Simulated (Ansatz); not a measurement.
Cartesian coordinates in Å:
```
N -0.2573 0.6398 -0.8090
Si 0.6604 -0.5400 0.0477
O -0.3266 -1.3497 1.0921
H -0.9962 0.3585 -1.4349
H 0.2142 1.4606 -1.1577
H 1.7200 0.2554 0.7510
H -1.0145 -0.8246 1.5108
```

The species carries charge 0 and has multiplicity 2.

**Question.** List the ωB97M-V/def2-TZVPP orbital energies in eV (Ansatz). (Best estimate.)

**Answer.** Ansatz gave: α occupied: -1807.34, -525.96, -394.34, -148.28, -102.48, -102.38, -102.35, -30.71, -26.67, -18.15, -16.55, -15.99, -13.37, -12.85, -11.72, -10.94, -7.22. α empty: 2.17, 2.45, 3.79, 4.04, 4.23, 4.79, 6.79, 7.20. β occupied: -1807.25, -525.92, -394.27, -148.17, -102.31, -102.29, -102.23, -30.62, -26.52, -17.79, -16.45, -15.81, -13.13, -12.67, -11.46, -10.47. β empty: -0.04, 2.26, 2.58, 3.79, 4.09, 4.50, 4.94, 6.99. ⟨S²⟩ = 0.751.
